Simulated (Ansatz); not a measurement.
We consider antiferromagnetic bcc Cr, described by PBE (PAW; Ansatz, an electronic-structure program).

Numerical settings: plane-wave cutoff 520 eV, 22×22×22 k mesh, Fermi–Dirac smearing 0.048 eV (set by the program), spin-polarised with opposed moments, scalar-relativistic PAW data made under PBE.

Computed at the level's own relaxed cell.

Hill averages of the elastic tensor: K = 183.6 GPa, G = 125.6 GPa. Volume 11.765 Å³/atom, mean atomic mass 51.996 u.

Problem. Work out the density, the sound velocities of a polycrystal and the elastic Debye temperature, and Pugh's ratio at this level.

Solution. ρ = 1.66054 × 51.996/11.765 = 7.339 g/cm³. v_l = √[(K + 4G/3)/ρ] = 6.916 km/s and v_t = √(G/ρ) = 4.137 km/s. The mean follows from 3/v_m³ = 1/v_l³ + 2/v_t³: v_m = 4.578 km/s. Θ_D = (ħ/k_B) v_m (6π²/V)^(1/3) = 76.38 K Å s/km × 4.578 × 1.7138 Å⁻¹ = 599 K, counting all atoms of the cell. K/G = 1.46, to be set beside Pugh's rough bound of 1.75 between brittle and ductile metals.

Note: shear constants of such metals converge slowly with the k mesh; the commensurate order stands in for chromium's spin-density wave, and the size of the moments varies much between levels; the collinear magnetic order is the start's and need not be the measured one.
